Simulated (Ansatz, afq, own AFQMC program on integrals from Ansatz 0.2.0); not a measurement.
**AlGe, quartet in cc-pVDZ, levels against full CI**

```xyz
2

Ge    0.0000    0.0000    0.0000
Al    0.0000    0.0000    2.9810
```

Basis cc-pVDZ. Noble-gas cores (and the filled d shells of Ga–Kr and In–Xe) are frozen. AFQMC by an in-house program on the Cholesky factors that Ansatz 0.2.0 writes for its CCSD(T) run. The CISD trial takes its coefficients from CCSD amplitudes. Released means that phaseless walkers are propagated on without the constraint, phases kept. Uncertainties: one standard error, sampling alone. No spin–orbit coupling.

Determinant: UHF, the one that the program's search chose, which needn't be the lowest solution. The geometry is a point of a scan.

Full CI on the same integrals is exact in this basis and with this determinant's frozen core.

Cautions: no relativity below Rb; no spin-orbit coupling; inner d shell frozen; lower spins were not checked; raised T1 diagnostic (T1 0.047, weight of the determinant 0.85, largest double 0.07); the released energies are still falling, so no released level is given (meV from the phaseless value at times in 1/Eh: -3 ± 3 at 0.24, -11 ± 3 at 0.51, -17.7 ± 2.3 at 0.99, -21 ± 3 at 1.62, -27 ± 3 at 2.40).

* T1 diagnostic: 0.0467
* weight of the determinant in the CISD state: 0.850
* ⟨S²⟩ of the determinant: 3.775
* size of the correlated space: 7 electrons in 26 orbitals

| level | correlation energy (eV) |
| --- | --- |
| MP2 | -2.3763 |
| CCSD | -3.1980 |
| CCSD(T) | -3.3283 |

Task: Estimate where phaseless AFQMC with the Hartree–Fock trial lies against CCSD(T) on the same integrals.

Result: 1.29 ± 0.42 kcal/mol above CCSD(T).

Reference: full CI, correlation energy -3.390 eV.

```csv
level,E − E(reference) (kcal/mol),share of correlation (%)
CCSD(T),1.43,98.17
CCSDT,0.29,99.63
CCSDT(Q),-0.04,100.05
CCSDTQ,0.00,100.00
ph-AFQMC/HF,2.72 ± 0.42,96.51
ph-AFQMC/CISD,0.91 ± 0.08,98.83
```

CCSDT and higher add their correlation energy to the determinant of the CCSD(T) run, since their own runs factorise the integrals more tightly (a shift of under 2 meV). A walk keeps the symmetry of its determinant, which the program's search chose and which needn't be the lowest solution, so a lower state of the same spin and another symmetry isn't excluded.
